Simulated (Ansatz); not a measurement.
One change: `[NH2][AlH][SiH3]` becomes `[NH2][AlH2]`.

Ansatz, PBE0-D4/def2-TZVP geometries, multiplicity 1. Each molecule was computed in one conformer, which needn't be the lowest.

```csv
property,`[NH2][AlH][SiH3]`
LUMO energy (ωB97M-V/def2-TZVPP) / eV,0.54
LUMO energy (PBE/def2-TZVPP) / eV,-1.87
HOMO energy (PBE0/def2-TZVPP) / eV,-7.51
LUMO energy (B3LYP/def2-TZVPP) / eV,-1.30
HOMO–LUMO gap (PBE0/def2-TZVPP) / eV,6.38
HOMO energy (ωB97M-V/def2-TZVPP) / eV,-9.52
```

(1) Give the same properties after the change, and the shifts. (Estimate.)

## Answers

(1) The calculation gave: 
| property | `[NH2][AlH2]` | shift |
| --- | --- | --- |
| LUMO energy (ωB97M-V/def2-TZVPP) / eV | 0.96 | 0.42 |
| LUMO energy (PBE/def2-TZVPP) / eV | -1.40 | 0.47 |
| HOMO energy (PBE0/def2-TZVPP) / eV | -7.58 | -0.07 |
| LUMO energy (B3LYP/def2-TZVPP) / eV | -0.86 | 0.44 |
| HOMO–LUMO gap (PBE0/def2-TZVPP) / eV | 6.93 | 0.55 |
| HOMO energy (ωB97M-V/def2-TZVPP) / eV | -9.98 | -0.46 |

With PBE0 the HOMO falls by 0.07 eV and the LUMO rises by 0.49 eV, so the gap widens by about 0.56 eV. PBE moves the HOMO by 0.10 eV and ωB97M-V by -0.46 eV. The zero-point energy changes by -47.6 kJ/mol with -9 modes.

B3LYP here is the variant with VWN-RPA as its local correlation; programs differ in this.
